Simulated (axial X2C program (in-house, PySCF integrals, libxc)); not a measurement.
# Bond lengths and stretching modes, held linear, of BNC

Computed with an in-house all-electron X2C program for linear molecules (integrals from PySCF): two-component X2C with atomic mean-field Coulomb and Gaunt terms, Gaussian nuclei, basis B dyall-v3z, N dyall-av3z, C dyall-v3z with contracted cores. Spin-free rows use the one-electron spin-free X2C Hamiltonian.

Masses B 11.009, N 14.003, C 12.000 u. States: 2c Ω = 0 (all partner blocks equally filled); spin-free M_S = 0, Λ = 0 (closed shell).

PBE0, spin-free: energies above the lowest point

```csv
r(B–N) (Å),r(N–C) (Å),E (meV)
1.3777,1.1544,68.81
1.3777,1.1840,23.88
1.3777,1.2136,67.35
1.4130,1.1544,42.87
1.4130,1.1840,0.00
1.4130,1.2136,45.38
1.4130,1.2432,163.47
1.4483,1.1544,57.10
1.4483,1.1840,16.13
1.4483,1.2136,63.27
1.4837,1.1840,64.51
1.4837,1.2432,234.44
```

Question: Fit a quadratic surface with cubic terms in each bond: where is the minimum, and what are the two stretching wavenumbers?

Answer: At PBE0, spin-free: bonds 1.415 and 1.183 Å; harmonic stretches 1019.6 and 2134.5 cm⁻¹; force constants 5.06, 16.2 and coupling 0.27 mdyn/Å.

The other levels and Hamiltonians give:

| Hamiltonian | level | r(B–N) (Å) | r(N–C) (Å) | lower stretch (cm⁻¹) | upper stretch (cm⁻¹) |
| --- | --- | --- | --- | --- | --- |
| 2c | PBE0 | 1.415 | 1.183 | 1019.7 | 2134.7 |
| 2c | HF | 1.406 | 1.163 | 1072.7 | 2271.7 |
| 2c | LDA | 1.411 | 1.187 | 1009.8 | 2085.1 |
| 2c | MP2 | 1.428 | 1.193 | 989.9 | 2074.3 |
| spin-free | HF | 1.406 | 1.163 | 1072.6 | 2271.5 |
| spin-free | LDA | 1.411 | 1.187 | 1009.7 | 2084.9 |
| spin-free | MP2 | 1.428 | 1.193 | 989.9 | 2074.1 |

Each state is one determinant, the lowest of a limited PBE0 search; the stretches come from a fit to these few points and carry an uncertainty of a few per cent. Other orders of the atoms were not compared. MP2 freezes inner shells (threshold -2 hartree). The molecule was held linear; bending was not examined, so a bent shape may lie lower.
